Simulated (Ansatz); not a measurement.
**Question.** Predict a relaxed structure of SiH2MeF (CH5FSi), charge 0, singlet, at PBE-D4/def2-TZVP (Ansatz).

**Answer.** 
Cartesian coordinates in Å:
```
Si -0.3316 0.7935 0.1563
H 0.4045 1.8685 -0.5776
H -0.3709 1.1157 1.6160
C 0.4191 -0.8845 -0.1555
H 1.4702 -0.8961 0.1712
H 0.3915 -1.1331 -1.2263
H -0.1199 -1.6674 0.3969
F -1.8630 0.8034 -0.3811
```
Point group Cs (tolerance 0.1 Å). This is one stationary point.
